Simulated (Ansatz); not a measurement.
Several settings on one geometry of BH2Me (CH5B) (that of the charge 0 singlet, r2SCAN-D4/def2-TZVP). Ansatz on 4 threads of Arm Neoverse V2 on a shared host; times are rough.

```tsv
atom	x (Å)	y (Å)	z (Å)
B1	0.4364	0.7635	0.0135
H2	1.6343	0.7801	0.0273
H3	-0.1423	1.8042	-0.1173
C4	-0.3378	-0.5749	0.0726
H5	-0.4037	-0.8711	-0.9905
H6	-1.3692	-0.5069	0.4231
H7	0.1823	-1.3949	0.5713
```

Totals from different functionals, basis sets or treatments of relativity can't be compared as stabilities.

Correlated methods freeze 2 core orbitals.

The spins typed aren't always the lowest for that charge.

(1) Give the basis size and estimate the energy, ⟨S²⟩ and time of these runs.

| run | method | charge | state | further keys |
| --- | --- | --- | --- | --- |
| 1 | UKS PBE-D3(BJ)-ATM/def2-mTZVPP | 1 | doublet | point_charges: [{charge: 2.00, position_ang: [4.472, -0.010, 0.752]}]; scf: {omitted_lower_state_checks: [starts]}; forces asked |
| 2 | RHF, bccd_t/STO-3G | 0 | singlet | point_charges: [{charge: 0.50, position_ang: [5.133, -0.673, -0.782]}]; scf: {omitted_lower_state_checks: [starts]} |
| 3 | UKS SVWN5/def2-SVPD | -1 | doublet | scf: {omitted_lower_state_checks: [starts]}; forces asked |
| 4 | RKS ωPBEh/STO-3G | 0 | singlet | forces asked |

## Answers

(1) 
| run | functions | energy (Eh) | ⟨S²⟩ | wall time |
| --- | --- | --- | --- | --- |
| 1 | 63 | -65.2065 | 0.75 | 0.45 s |
| 2 | 15 | -64.7853 | – | 0.1 s |
| 3 | 80 | -65.1587 | 0.75 | 0.4 s |
| 4 | 15 | -65.0708 | – | 0.25 s |
